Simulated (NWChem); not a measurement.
Program: NWChem. System: C2H6S, charge 0, spin multiplicity 1, displaced from the optimised geometry. Level: CCSD(T)/cc-pVDZ, 7 core orbitals frozen, spin-restricted.

Job file:

```
start mol
memory heap 100 mb stack 700 mb global 1900 mb
geometry units angstroms nocenter noautoz noautosym
  C     -1.482767     0.769457    -0.251615
  C     -0.545479    -0.416862    -0.445263
  S      1.073085    -0.261959     0.414045
  H     -2.451509     0.583137    -0.746188
  H     -1.057834     1.689560    -0.684892
  H     -1.669445     0.957256     0.816867
  H     -0.982302    -1.334659    -0.020484
  H     -0.365829    -0.617406    -1.513050
  H      1.640512     1.062838    -0.473139
end
basis spherical
  * library cc-pvdz
end
scf
  rhf
  nopen 0
  maxiter 100
  thresh 1e-7
  semidirect memsize 60000000 filesize 0
end
ccsd
  freeze core 7
  maxiter 60
end
task ccsd(t) energy
```

Output (cleaned and shortened):

```
             Northwest Computational Chemistry Package (NWChem) 7.3.0
             --------------------------------------------------------

                                NWChem Input Module
                                -------------------

 Scaling coordinates for geometry "geometry" by  1.889725989
 (inverse scale =  0.529177249)

                             Geometry "geometry" -> ""
                             -------------------------

 Output coordinates in angstroms (scale by  1.889725989 to convert to a.u.)

  No.       Tag          Charge          X              Y              Z
 ---- ---------------- ---------- -------------- -------------- --------------
    1 C                    6.0000    -1.48276700     0.76945700    -0.25161500
    2 C                    6.0000    -0.54547900    -0.41686200    -0.44526300
    3 S                   16.0000     1.07308500    -0.26195900     0.41404500
    4 H                    1.0000    -2.45150900     0.58313700    -0.74618800
    5 H                    1.0000    -1.05783400     1.68956000    -0.68489200
    6 H                    1.0000    -1.66944500     0.95725600     0.81686700
    7 H                    1.0000    -0.98230200    -1.33465900    -0.02048400
    8 H                    1.0000    -0.36582900    -0.61740600    -1.51305000
    9 H                    1.0000     1.64051200     1.06283800    -0.47313900

 Effective nuclear repulsion energy (a.u.)     104.9524586881

            Nuclear Dipole moment (a.u.)
            ----------------------------
        X                 Y               Z
 ---------------- ---------------- ----------------
     0.2144404360     0.5006866801    -0.3353016411


 Summary of "ao basis" -> "" (spherical)
 ------------------------------------------------------------------------------
       Tag                 Description            Shells   Functions and Types
 ---------------- ------------------------------  ------  ---------------------
 *                          cc-pvdz                   on all atoms

 Summary of "ao basis" -> "ao basis" (spherical)
 ------------------------------------------------------------------------------
[...]
 ccsd(t): done       29 out of       59 progress:   49.2%
 ccsd(t): done       30 out of       59 progress:   50.8%
 ccsd(t): done       31 out of       59 progress:   52.5%
 ccsd(t): done       32 out of       59 progress:   54.2%
 ccsd(t): done       33 out of       59 progress:   55.9%
 ccsd(t): done       34 out of       59 progress:   57.6%
 ccsd(t): done       35 out of       59 progress:   59.3%
 ccsd(t): done       36 out of       59 progress:   61.0%
 ccsd(t): done       37 out of       59 progress:   62.7%
 ccsd(t): done       38 out of       59 progress:   64.4%
 ccsd(t): done       39 out of       59 progress:   66.1%
 ccsd(t): done       40 out of       59 progress:   67.8%
 ccsd(t): done       41 out of       59 progress:   69.5%
 ccsd(t): done       42 out of       59 progress:   71.2%
 ccsd(t): done       43 out of       59 progress:   72.9%
 ccsd(t): done       44 out of       59 progress:   74.6%
 ccsd(t): done       45 out of       59 progress:   76.3%
 ccsd(t): done       46 out of       59 progress:   78.0%
 ccsd(t): done       47 out of       59 progress:   79.7%
 ccsd(t): done       48 out of       59 progress:   81.4%
 ccsd(t): done       49 out of       59 progress:   83.1%
 ccsd(t): done       50 out of       59 progress:   84.7%
 ccsd(t): done       51 out of       59 progress:   86.4%
 ccsd(t): done       52 out of       59 progress:   88.1%
 ccsd(t): done       53 out of       59 progress:   89.8%
 ccsd(t): done       54 out of       59 progress:   91.5%
 ccsd(t): done       55 out of       59 progress:   93.2%
 ccsd(t): done       56 out of       59 progress:   94.9%
 ccsd(t): done       57 out of       59 progress:   96.6%
 ccsd(t): done       58 out of       59 progress:   98.3%
 ccsd(t): done       59 out of       59 progress:  100.0%
 Time for integral evaluation pass     1        3.82
 Time for triples evaluation pass      1        3.39

 pseudo-e(mp4)  -0.14618610208411E-01
 pseudo-e(mp5)   0.32021655767856E-03
        e(t)    -0.14298393650732E-01

 --------------
 CCSD(T) Energy
 --------------
 Reference energy:                    -476.725259591368740

 CCSD corr. energy:                     -0.484433269556151
 T(CCSD) corr. energy:                  -0.014618610208411
 Total CCSD+T(CCSD) energy:           -477.224311471133319

 CCSD corr. energy:                     -0.484433269556151
 (T) corr. energy:                      -0.014298393650732
 Total CCSD(T) energy:                -477.223991254575651

 routine      calls  cpu(0)   cpu-min  cpu-ave  cpu-max   i/o
 aoccsd          1     0.01     0.01     0.01     0.01    0.00
 iterdrv         1     0.01     0.01     0.01     0.01    0.00
 pampt          12     0.06     0.06     0.06     0.06    0.00
 t2pm           12     0.10     0.10     0.10     0.10    0.00
 sxy            12     0.58     0.58     0.58     0.58    0.00
 ints      6584868    41.37    41.37    41.37    41.37    0.00
 t2eri        8892     4.51     4.51     4.51     4.51    0.00
 idx2         8892     0.74     0.74     0.74     0.74    0.00
 idx34          12     0.08     0.08     0.08     0.08    0.00
 ht2pm          12     0.14     0.14     0.14     0.14    0.00
 itm            12     0.78     0.78     0.78     0.78    0.00
 pdiis          12     0.02     0.02     0.02     0.02    0.00
 triples         1     0.00     0.00     0.00     0.00    0.00
 rdtrpo          1     0.01     0.01     0.01     0.01    0.00
 trpmos          1     3.82     3.82     3.82     3.82    0.00
 trpdrv          1     0.43     0.43     0.43     0.43    0.00
 dovvv       64900     1.63     1.63     1.63     1.63    0.00
 doooo       64900     0.39     0.39     0.39     0.39    0.00
 tengy       59000     0.90     0.90     0.90     0.90    0.00
 Total                55.57    55.57    55.57    55.57    0.00

 Task  times  cpu:       60.7s     wall:       60.7s

 Total times  cpu:       60.7s     wall:       60.7s
```
